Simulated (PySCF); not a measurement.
Compound: C2H3Cl2 (doublet state).
Bonds: C1–C2, C2–Cl3, C2–Cl4. Hydrogens: H5, H6, H7 on C1.

Structure optimised with GFN2-xTB, isolated species. This method treats the open shell by occupation alone, without spin polarisation.

Problem. What internal coordinates does the optimisation give?

Solution. 
| bond | length (Å) |
| --- | --- |
| C1–C2 | 1.484 |
| C2–Cl3, C2–Cl4 | 1.711 |
| C1–H5, C1–H6, C1–H7 | 1.091 |

Bonds in one row agree within 0.01 Å and their mean is given. A selection of angles:
| angle | degrees |
| --- | --- |
| C2–C1–H5 | 112.1 |
| C2–C1–H6 | 109.5 |
| H5–C1–H6 | 108.1 |
| H6–C1–H7 | 109.4 |
| C1–C2–Cl3 | 118.2 |
| Cl3–C2–Cl4 | 115.4 |

C2 (carbon bonded to C and 2 Cl) has angles 118.3°, 118.2° and 115.4°, sum 351.9°, 0.27 Å off the plane of its three neighbours.

Point group: Cs (every atom within 0.08 Å of its image). No frequency check.

The numbers are calculated, not measured.
